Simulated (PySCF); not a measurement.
**C2H3ClF2 (1-chloro-1,1-difluoroethane) at 6 levels**

We compute a comparison of 6 runs (HF/STO-3G, BHLYP/cc-pVDZ, M06-L/cc-pVDZ, SVWN5/cc-pVDZ, r2SCAN/cc-pVDZ, SCS-MP2/cc-pVDZ) of C2H3ClF2 (1-chloro-1,1-difluoroethane). 

The results are computed with PySCF 2.14.0.

2 further runs of the same task are left out: 2 set aside as unsound or not needed.

## 1. Starting point

C2H3ClF2 has 8 atoms, charge 0, and is taken as a singlet. SMILES: `CC(F)(F)Cl`. The coordinates come from a PBE0-D4/def2-TZVP relaxation.

Bond lengths: C1–C2 1.499 Å, C2–F3 1.343 Å, C2–F4 1.343 Å, C2–Cl5 1.781 Å, C1–H6 1.088 Å, C1–H7 1.091 Å, C1–H8 1.088 Å. Some angles: C1–C2–F3 111.0°, C1–C2–F4 111.0°, C1–C2–Cl5 112.0°, F3–C2–F4 106.8°, F3–C2–Cl5 107.9°, F4–C2–Cl5 107.9°, C2–C1–H6 109.7°, C2–C1–H7 108.3°, C2–C1–H8 109.7°, H6–C1–H7 109.7°.

## 2. A single-point energy at HF/STO-3G (run 1)

File geometry.xyz:

```xyz
8
C2H3ClF2
C     -0.591960    -0.305640     0.477310
C      0.524930     0.179790    -0.395910
F      1.713900     0.014330     0.206290
F      0.571970    -0.511300    -1.546500
Cl     0.352900     1.905700    -0.801400
H     -0.600880     0.257090     1.409000
H     -0.428120    -1.363800     0.687730
H     -1.542750    -0.176190    -0.036530
```

File job.py:

```python
from pyscf import gto, scf

mol = gto.M(
    atom='geometry.xyz',
    basis='sto-3g',
    max_memory=1860,
    verbose=3,
    spin=0,
)

myscf = scf.RHF(mol)
myscf.conv_tol = 1e-10
myscf.kernel()
if not myscf.converged:
    myscf = myscf.newton().run(myscf.mo_coeff, myscf.mo_occ)

e_tot = myscf.e_tot
print(f'total energy: {e_tot:.8f} hartree')
```

Launch:

```console
$ OMP_NUM_THREADS=1 python job.py
```

What it wrote:

```text
converged SCF energy = -727.219678703581
total energy: -727.21967870 hartree
```

It took 0.89 s on 1 thread of Intel Xeon at 2.70GHz, shared host; peak memory 0.1 GiB.

## 3. The energy at BHLYP/cc-pVDZ (run 2)

File input.py:

```python
# CC(F)(F)Cl
from pyscf import gto, dft

mol = gto.Mole()
mol.atom = '''
C     -1.118642    -0.577576     0.901985
C      0.991974     0.339754    -0.748161
F      3.238802     0.027080     0.389832
F      1.080867    -0.966217    -2.922461
Cl     0.666884     3.601251    -1.514427
H     -1.135499     0.485830     2.662624
H     -0.809030    -2.577208     1.299621
H     -2.915375    -0.332951    -0.069032
'''
mol.verbose = 3
mol.unit = 'bohr'
mol.spin = 0
mol.charge = 0
mol.basis = 'cc-pvdz'
mol.max_memory = 1860
mol.build()

mf = dft.RKS(mol, xc='bhandhlyp')
mf.grids.level = 5
mf.conv_tol = 1e-10
mf.kernel()
if not mf.converged:
    mf = mf.newton().run(mf.mo_coeff, mf.mo_occ)

etot = mf.e_tot
print('E = %.10f Eh' % etot)
```

Launch:

```console
$ OMP_NUM_THREADS=1 python input.py
```

What it wrote:

```text
converged SCF energy = -737.803761028945
E = -737.8037610289 Eh
```

Run time: 23 s. Hardware: 1 thread of Intel Xeon at 2.70GHz, shared host; peak memory 0.46 GiB.

Runs 3 to 5 aren't shown in full; the table further down has their settings and results.

## 4. The energy at SCS-MP2/cc-pVDZ (run 6)

geometry.xyz, as its differences from that of step 2:

```diff
@@ -1,3 +1,3 @@
 8
-C2H3ClF2
+
 C     -0.591960    -0.305640     0.477310
```

File calc.py:

```python
# CC(F)(F)Cl
from pyscf import gto, scf, mp

molecule = gto.Mole()
molecule.atom = 'geometry.xyz'
molecule.basis = 'cc-pvdz'
molecule.verbose = 3
molecule.spin = 0
molecule.charge = 0
molecule.max_memory = 1860
molecule.build()

mf = scf.RHF(molecule)
mf.conv_tol = 1e-10
mf.kernel()
if not mf.converged:
    mf = mf.newton().run(mf.mo_coeff, mf.mo_occ)

pt = mp.MP2(mf, frozen=9).run()
e_tot = mf.e_tot + 1.2 * pt.e_corr_os + pt.e_corr_ss / 3
print('E = %.10f Eh' % e_tot)
```

Launch:

```console
$ OMP_NUM_THREADS=1 python calc.py
```

What it wrote:

```text
converged SCF energy = -735.881147663528
E(RMP2) = -736.666343320706  E_corr = -0.785195657178192
E(SCS-RMP2) = -736.64327663519  E_corr = -0.762128971661605
E = -736.6432766352 Eh
```

Run time: 3.6 s. Hardware: 1 thread of Intel Xeon at 2.70GHz, shared host; peak memory 0.21 GiB.

## 5. The series

```tsv
run	level	integration grid	frozen core orbitals	energy (Eh)	dipole moment (D) of the reference	HOMO energy (eV)	LUMO energy (eV)	wall time
1	HF/STO-3G	–	–	-727.219679	2.35	-10.87	9.33	0.89 s
2	BHLYP/cc-pVDZ	5	–	-737.803761	2.24	-10.53	2.13	23 s
3	M06-L/cc-pVDZ	5	–	-737.890840	2.20	-8.07	-0.06	50 s
4	SVWN5/cc-pVDZ	5	–	-734.455513	2.04	-7.69	-0.38	13 s
5	r2SCAN/cc-pVDZ	5	–	-737.771430	2.15	-8.03	0.01	42 s
6	SCS-MP2/cc-pVDZ	–	9	-736.643277	2.43	-12.78	5.10	3.6 s
```

## 6. What came out

```
                                          quantity          value
                               run 6: total energy  -736.64328 Eh
       run 6: dipole moment (Hartree–Fock density)         2.43 D
        run 6: HOMO energy (Hartree–Fock orbitals)      -12.78 eV
        run 6: LUMO energy (Hartree–Fock orbitals)        5.10 eV
      run 6: HOMO–LUMO gap (Hartree–Fock orbitals)       17.87 eV
run 6: correlation energy (9 core orbitals frozen)     -762.1 mEh
```

Over runs 1, 2, 3, 4, 5 the dipole moment (its size) runs from 2.04 D (SVWN5/cc-pVDZ) to 2.35 D (HF/STO-3G). The two ends differ in method and basis. Over runs 1, 2, 3, 4, 5 the HOMO–LUMO gap runs from 7.31 eV (SVWN5/cc-pVDZ) to 20.20 eV (HF/STO-3G). Totals of different functionals can't be ranked against each other. In run 1 the basis is minimal, so the values are rough. All runs together took 2.2 min, the longest 50 s.
